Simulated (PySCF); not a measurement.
**Core-level binding energies of NH3O**

Compound: NH3O.
Structure used (PBE0-D3(BJ)/def2-SVP), in Å, numbered top down from 1:
```
atom  x, y, z in Å
N1    -0.0074    0.0040   -0.0053
O2    -0.9670    0.5322   -0.7206
H3     0.9681    0.2465   -0.3080
H4    -0.0059    0.2627    1.0121
H5     0.0123   -1.0453    0.0218
```

Theory: delta-SCF UKS SCAN, pcX-2 on the ionised atom, pcseg-1 elsewhere, spin-free X2C in PySCF. These are vertical core ionisation energies against the vacuum level, from separate self-consistent calculations with and without the core hole.

**Question.** List the computed XPS lines with their assignment.

**Answer.** 
```tsv
atom(s)	environment	level	binding energy (eV)	count
N1	N-oxide nitrogen	N 1s	410.05	1
O2	N-oxide oxygen	O 1s	536.51	1
```

**Question.** Give the binding energy of N 1s of N1 in hartree and in kJ/mol.

**Answer.** 410.05 eV = 15.0691 Eh = 39564 kJ/mol.

Isolated species at its PBE0-D3(BJ)/def2-SVP geometry, gas phase.

Time: 2.8 s wall. Hardware: one thread of an Arm Neoverse V1, on a shared host.
